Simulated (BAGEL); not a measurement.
# C2H7Al (AlMe2H) at HF/STO-3G (density fitting with qzvpp-jkfit)

What is the energy change on altering one bond length of C2H7Al (AlMe2H) at HF/STO-3G (density fitting with qzvpp-jkfit)? 

Program for the calculation: BAGEL 1.2.2.

### 1 The structure to begin with

The species is C2H7Al (10 atoms), meant as a singlet with charge 0. As SMILES, `[H][Al]([CH3])[CH3]`. Geometry: a GFN2-xTB relaxation, a rough one for these elements and not checked as a minimum.

Bond lengths: Al1–C2 1.990 Å, Al1–C6 1.990 Å, C2–H3 1.097 Å, C2–H4 1.096 Å, C2–H5 1.097 Å, C6–H7 1.096 Å, C6–H8 1.096 Å, C6–H9 1.097 Å, Al1–H10 1.553 Å. Some angles: C2–Al1–C6 128.0°, Al1–C2–H3 113.0°, Al1–C2–H4 113.3°, Al1–C2–H5 111.2°, C2–Al1–H10 116.1°, C6–Al1–H10 115.9°, Al1–C6–H7 113.3°, Al1–C6–H8 113.2°, Al1–C6–H9 111.0°, H3–C2–H4 105.9°.

### 2 The energy at HF/STO-3G (density fitting with qzvpp-jkfit)

Input file input.json:

```json
{ "bagel" : [

{
  "title" : "molecule",
  "basis" : "sto-3g",
  "df_basis" : "qzvpp-jkfit",
  "angstrom" : true,
  "geometry" : [
    { "atom" : "Al", "xyz" : [      -0.328150,      -0.559670,      -0.003950 ] },
    { "atom" : "C", "xyz" : [       1.655670,      -0.712600,      -0.001960 ] },
    { "atom" : "H", "xyz" : [       2.116600,      -0.290830,       0.899490 ] },
    { "atom" : "H", "xyz" : [       2.130080,      -0.202200,      -0.848360 ] },
    { "atom" : "H", "xyz" : [       1.972350,      -1.761810,      -0.051500 ] },
    { "atom" : "C", "xyz" : [      -1.428840,       1.097750,       0.002520 ] },
    { "atom" : "H", "xyz" : [      -1.312950,       1.697900,      -0.907600 ] },
    { "atom" : "H", "xyz" : [      -1.192160,       1.769420,       0.836240 ] },
    { "atom" : "H", "xyz" : [      -2.496880,       0.860620,       0.084490 ] },
    { "atom" : "H", "xyz" : [      -1.115730,      -1.898580,      -0.009390 ] }
  ]
},

{ "title" : "hf" },

{ "title" : "print", "file" : "orbitals.molden", "orbitals" : true }

]}
```

Command:

```sh
$ BAGEL_NUM_THREADS=1 BAGEL input.json > input.out
```

Log:

```text
* using 1 threads per process

  ===============================================================
  ===============================================================

  *** Geometry ***

  { "atom" : "Al", "xyz" : [     -0.620114,     -1.057623,     -0.007464 ] },
  { "atom" : "C", "xyz" : [      3.128763,     -1.346619,     -0.003704 ] },
  { "atom" : "H", "xyz" : [      3.999794,     -0.549589,      1.699790 ] },
  { "atom" : "H", "xyz" : [      4.025268,     -0.382103,     -1.603168 ] },
  { "atom" : "H", "xyz" : [      3.727201,     -3.329338,     -0.097321 ] },
  { "atom" : "C", "xyz" : [     -2.700116,      2.074447,      0.004762 ] },
  { "atom" : "H", "xyz" : [     -2.481116,      3.208566,     -1.715115 ] },
  { "atom" : "H", "xyz" : [     -2.252856,      3.343719,      1.580265 ] },
  { "atom" : "H", "xyz" : [     -4.718419,      1.626336,      0.159663 ] },
  { "atom" : "H", "xyz" : [     -2.108424,     -3.587796,     -0.017745 ] },

  Number of auxiliary basis functions:      404

  Since a DF basis is specified, we compute 2- and 3-index integrals:
    o Being stored without compression. Storage requirement is 0.002 GB

  Number of basis functions:       26
  Number of electrons      :       32

    * METHOD: MOLECULE                             0.10

  *** RHF ***

  === Nuclear Repulsion ===
    94.9802290514

      * DIIS with orbital gradients will be used.

  === RHF iteration (sto-3g) ===
      0       -317.89080862          0.00952980           0.01
      1       -317.91991064          0.00230420           0.01
      2       -317.92192601          0.00051049           0.01
      3       -317.92200823          0.00005029           0.01
      4       -317.92200887          0.00000831           0.01
      5       -317.92200889          0.00000103           0.01
      6       -317.92200889          0.00000012           0.01
      7       -317.92200889          0.00000002           0.01
      8       -317.92200889          0.00000000           0.01
    * SCF iteration converged.

    * Permanent dipole moment:
           (   -0.028369,    -0.046439,     0.000400) a.u.

    * METHOD: HF                                   0.15

    * METHOD: PRINT                                0.00

  ===============================================================
```

Wall time 0.4 s (1 thread of Arm Neoverse V2, shared host); peak memory 0.083 GiB.

### 3 The distorted shape

Input file input.json:

```json
{ "bagel" : [

{
  "title" : "molecule",
  "basis" : "sto-3g",
  "df_basis" : "qzvpp-jkfit",
  "angstrom" : true,
  "geometry" : [
    { "atom" : "Al", "xyz" : [      -0.362915,      -0.739703,       0.269067 ] },
    { "atom" : "C", "xyz" : [       1.620905,      -0.892633,       0.271057 ] },
    { "atom" : "H", "xyz" : [       2.081835,      -0.470863,       1.172507 ] },
    { "atom" : "H", "xyz" : [       2.095315,      -0.382233,      -0.575343 ] },
    { "atom" : "H", "xyz" : [       1.937585,      -1.941843,       0.221517 ] },
    { "atom" : "C", "xyz" : [      -1.463605,       0.917717,       0.275537 ] },
    { "atom" : "H", "xyz" : [      -1.312950,       1.697900,      -0.907600 ] },
    { "atom" : "H", "xyz" : [      -1.226925,       1.589387,       1.109257 ] },
    { "atom" : "H", "xyz" : [      -2.531645,       0.680587,       0.357507 ] },
    { "atom" : "H", "xyz" : [      -1.150495,      -2.078613,       0.263627 ] }
  ]
},

{
  "title" : "hf"
},

{
  "title" : "print",
  "file" : "orbitals.molden",
  "orbitals" : true
}

]}
```

Command:

```sh
$ BAGEL_NUM_THREADS=1 BAGEL input.json > input.out
```

Log:

```text
* using 1 threads per process

  ===============================================================
  ===============================================================

  *** Geometry ***

  { "atom" : "Al", "xyz" : [     -0.685810,     -1.397836,      0.508463 ] },
  { "atom" : "C", "xyz" : [      3.063067,     -1.686832,      0.512223 ] },
  { "atom" : "H", "xyz" : [      3.934098,     -0.889802,      2.215717 ] },
  { "atom" : "H", "xyz" : [      3.959571,     -0.722316,     -1.087241 ] },
  { "atom" : "H", "xyz" : [      3.661505,     -3.669551,      0.418606 ] },
  { "atom" : "C", "xyz" : [     -2.765813,      1.734234,      0.520689 ] },
  { "atom" : "H", "xyz" : [     -2.481116,      3.208566,     -1.715115 ] },
  { "atom" : "H", "xyz" : [     -2.318552,      3.003506,      2.096192 ] },
  { "atom" : "H", "xyz" : [     -4.784116,      1.286123,      0.675590 ] },
  { "atom" : "H", "xyz" : [     -2.174120,     -3.928009,      0.498183 ] },

  Number of auxiliary basis functions:      404

  Since a DF basis is specified, we compute 2- and 3-index integrals:
    o Being stored without compression. Storage requirement is 0.002 GB

  Number of basis functions:       26
  Number of electrons      :       32

    * METHOD: MOLECULE                             0.10

  *** RHF ***

  === Nuclear Repulsion ===
    93.9559712279

      * DIIS with orbital gradients will be used.

  === RHF iteration (sto-3g) ===
      0       -317.82916493          0.00981854           0.01
      1       -317.85977404          0.00243181           0.01
      2       -317.86199193          0.00049551           0.01
      3       -317.86207103          0.00007034           0.01
      4       -317.86207244          0.00001895           0.01
      5       -317.86207258          0.00000393           0.01
      6       -317.86207259          0.00000094           0.01
      7       -317.86207259          0.00000028           0.01
      8       -317.86207259          0.00000004           0.01
      9       -317.86207259          0.00000001           0.01
    * SCF iteration converged.

    * Permanent dipole moment:
           (   -0.018529,     0.021375,    -0.093653) a.u.

    * METHOD: HF                                   0.16

    * METHOD: PRINT                                0.00

  ===============================================================
```

It took 0.42 s on 1 thread of Arm Neoverse V2, shared host; peak memory 0.083 GiB.

### 4 Summary of results

At HF/STO-3G (density fitting with qzvpp-jkfit):

| quantity | value |
| --- | --- |
| first shape: total energy | -317.92201 Eh |
| first shape: dipole moment | 0.14 D |
| first shape: HOMO energy | -8.82 eV |
| first shape: LUMO energy | 8.83 eV |
| first shape: HOMO–LUMO gap | 17.65 eV |
| distorted shape: total energy | -317.86207 Eh |
| distorted shape: dipole moment | 0.25 D |
| distorted shape: HOMO energy | -8.74 eV |
| distorted shape: LUMO energy | 8.60 eV |
| distorted shape: HOMO–LUMO gap | 17.34 eV |
| energy change with the C6–H7 bond stretched from 1.096 to 1.425 Å | 1.631 eV |

In words: With the C6–H7 bond stretched from 1.096 to 1.425 Å the energy rises by 1.63 eV (157 kJ/mol). The first shape isn't relaxed at this level, so the change isn't measured from a minimum. The minimal basis adds a large error of its own.
